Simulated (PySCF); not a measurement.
Other spins and charges of HNAl, quartet at one geometry

Geometry (PBE0/def2-TZVP stationary point for this spin, not checked as a minimum):

```json
{"atom": "Al", "x (Å)": "0.0000", "y (Å)": "-0.0319", "z (Å)": "0.6899"}
{"atom": "N", "x (Å)": "0.0000", "y (Å)": "0.1209", "z (Å)": "-1.2129"}
{"atom": "H", "x (Å)": "0.0000", "y (Å)": "-0.8261", "z (Å)": "-1.6143"}
```

Basis 6-31G; PySCF 2.14.0. Correlated methods freeze the noble-gas cores. R marks a restricted (for open shells ROHF) determinant, U an unrestricted one.

Gaps are energies of the second state less the first, at fixed atoms, for a selection of the levels run; mean-field and cluster levels share one orbital occupation for each state, and full CI takes the lowest of the symmetries tried.

Unrestricted rows (U, and Kohn–Sham where it breaks symmetry) aren't spin-pure: their determinants' ⟨S²⟩ exceeds S(S+1) by up to 0.13, so they mix in states of higher spin. A value is left out where its run failed or describes another state than the reference as far as symmetry and spin tell, or, spin-broken singlets apart, can't be checked.

Removing an electron, to the triplet: 5.330 eV at full CI (quartet A'', triplet ion A'', in Cs).

Large singles or doubles amplitudes warn of static correlation in the HNAl⁺ triplet.

```json
{"level": "RHF", "gap (eV)": "5.600", "error (meV)": "270", "⟨S²⟩ where 0.1 over S(S+1) (first / second)": "– / –"}
{"level": "UHF", "gap (eV)": "5.353", "error (meV)": "23", "⟨S²⟩ where 0.1 over S(S+1) (first / second)": "– / 2.13"}
{"level": "RMP2", "gap (eV)": "5.783", "error (meV)": "453", "⟨S²⟩ where 0.1 over S(S+1) (first / second)": "– / –"}
{"level": "UMP2", "gap (eV)": "5.619", "error (meV)": "289", "⟨S²⟩ where 0.1 over S(S+1) (first / second)": "– / 2.13"}
{"level": "RCCSD", "gap (eV)": "5.312", "error (meV)": "-18", "⟨S²⟩ where 0.1 over S(S+1) (first / second)": "– / –"}
{"level": "UCCSD", "gap (eV)": "5.321", "error (meV)": "-9", "⟨S²⟩ where 0.1 over S(S+1) (first / second)": "– / 2.13"}
{"level": "RCCSD(T)", "gap (eV)": "5.333", "error (meV)": "3", "⟨S²⟩ where 0.1 over S(S+1) (first / second)": "– / –"}
{"level": "UCCSD(T)", "gap (eV)": "5.332", "error (meV)": "2", "⟨S²⟩ where 0.1 over S(S+1) (first / second)": "– / 2.13"}
{"level": "RCCSDT", "gap (eV)": "5.330", "error (meV)": "0", "⟨S²⟩ where 0.1 over S(S+1) (first / second)": "– / –"}
{"level": "UCCSDT", "gap (eV)": "5.329", "error (meV)": "-1", "⟨S²⟩ where 0.1 over S(S+1) (first / second)": "– / 2.13"}
{"level": "PBE", "gap (eV)": "5.885", "error (meV)": "555", "⟨S²⟩ where 0.1 over S(S+1) (first / second)": "– / –"}
{"level": "r2SCAN", "gap (eV)": "5.989", "error (meV)": "659", "⟨S²⟩ where 0.1 over S(S+1) (first / second)": "– / –"}
{"level": "PBE0", "gap (eV)": "5.937", "error (meV)": "607", "⟨S²⟩ where 0.1 over S(S+1) (first / second)": "– / –"}
{"level": "B3LYP", "gap (eV)": "5.815", "error (meV)": "485", "⟨S²⟩ where 0.1 over S(S+1) (first / second)": "– / –"}
{"level": "wB97M-V", "gap (eV)": "5.559", "error (meV)": "229", "⟨S²⟩ where 0.1 over S(S+1) (first / second)": "– / –"}
{"level": "B2PLYP", "gap (eV)": "5.626", "error (meV)": "296", "⟨S²⟩ where 0.1 over S(S+1) (first / second)": "– / –"}
```

Removing an electron, to the quintet: 9.444 eV at full CI (quartet A'', quintet ion A'', in Cs).

| level | gap (eV) | error (meV) |
| --- | --- | --- |
| RHF | 8.254 | -1190 |
| UHF | 8.278 | -1166 |
| RMP2 | 9.303 | -141 |
| UMP2 | 9.275 | -169 |
| RCCSD | 9.370 | -74 |
| UCCSD | 9.379 | -65 |
| RCCSD(T) | 9.427 | -17 |
| UCCSD(T) | 9.426 | -18 |
| RCCSDT | 9.437 | -7 |
| UCCSDT | 9.437 | -7 |
| PBE | 10.583 | 1139 |
| r2SCAN | 10.245 | 801 |
| PBE0 | 10.297 | 853 |
| B3LYP | 10.508 | 1064 |
| wB97M-V | 10.370 | 926 |
| B2PLYP | 10.040 | 596 |

Q: PBE gives 4.679 eV for sextet less quartet. Estimate what full CI gives in 6-31G.

A: Full CI in 6-31G gives 3.740 eV, so against it PBE is off by 0.939 eV, of which a good part can be the reference's own basis and frozen-core error.

```
   level  gap (eV)  error (meV)
     RHF     2.597        -1143
     UHF     2.618        -1122
    RMP2     3.623         -117
    UMP2     3.596         -144
   RCCSD     3.666          -74
   UCCSD     3.675          -65
RCCSD(T)     3.724          -16
UCCSD(T)     3.723          -17
  RCCSDT     3.734           -6
  UCCSDT     3.733           -7
  r2SCAN     4.246          506
    PBE0     4.345          605
   B3LYP     4.711          971
 wB97M-V     4.707          967
  B2PLYP     4.378          638
```

In so small a basis the reference is far from its limit while semilocal and hybrid functionals are nearer theirs (RPA and double hybrids share part of the reference's basis error), so the functionals' errors here hold much of the reference's basis and frozen-core error, which can add to them or hide them. The set has no polarisation functions, which weighs most on the reference.

Full CI is exact within this basis and frozen core; it isn't the basis-set limit. The frozen core follows each run's orbitals, which can shift R against U totals by a few meV.
